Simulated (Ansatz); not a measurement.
**CHBF radical: single points off equilibrium**

The task here is to estimate one member of a computed series from the others.

Method: single points in def2-TZVPP; program: Ansatz 0.2.0, Gaussian basis.

Correlated methods freeze the cores. Orbitals are unrestricted.

**The system as given**

SMILES `[CH]=BF`, 4 atoms, charge 0, spin multiplicity 2.

Atoms are counted from 1 here; the program's logs count them from 0.

Bond lengths: C1–B2 1.273 Å, C1–H4 1.247 Å, B2–F3 1.333 Å. Angles: B2–C1–H4 165.7°, C1–B2–F3 174.7°.

As a file:

| atom | x (Å) | y (Å) | z (Å) |
| --- | --- | --- | --- |
| C1 | -0.10220 | 0.60110 | -0.20630 |
| B2 | 0.02990 | -0.59240 | 0.21630 |
| F3 | 0.28450 | -1.81240 | 0.68990 |
| H4 | 0.06470 | 1.79390 | -0.53010 |

The first run:

File run/in.yaml:

```yaml
crystal:
  periodic: [false, false, false]
  atoms:
    - {symbol: C, position_ang: [-0.102200, 0.601100, -0.206300]}
    - {symbol: B, position_ang: [0.029900, -0.592400, 0.216300]}
    - {symbol: F, position_ang: [0.284500, -1.812400, 0.689900]}
    - {symbol: H, position_ang: [0.064700, 1.793900, -0.530100]}
basis:
  gaussian: {orbitals: def2-TZVPP}
magnetization: {spin_polarized: true, initial_magnetization: 1}
correlation: {method: ccsd_t}
scf: {omitted_lower_state_checks: [cluster_reference]}
output: {forces: true}
```

The command line of these runs was not kept.

Steps of the session up to this table: CCSD(T)/def2-TZVPP; PBE0-D4/def2-TZVPP; wB97M-V/def2-TZVPP; r2SCAN-D4/def2-TZVPP; PBE-D4/def2-TZVPP; revPBE-D4/def2-TZVPP; BHLYP-D4/def2-TZVPP.

One of the session's tables, all rows but one given; the rest of the session is left out.

```
   method  RMS force component (eV/Å)  angle to CCSD(T) forces (°)  dipole (D)
  CCSD(T)                       3.914                    reference        0.71
  PBE0-D4                       3.810                          2.0        0.69
  wB97M-V                       3.728                          1.8        0.65
r2SCAN-D4                       3.841                          1.3        0.59
   PBE-D4                       3.791                          1.3        0.58
revPBE-D4                       3.829                          2.4        0.55
 BHLYP-D4                           ?                            ?           ?
```

**Question.** Estimate the row for BHLYP-D4.

The run gave: RMS force component (eV/Å): 3.721; angle to CCSD(T) forces (°): 4.9; dipole (D): 0.78. In the column «RMS force component (eV/Å)» it is the lowest.
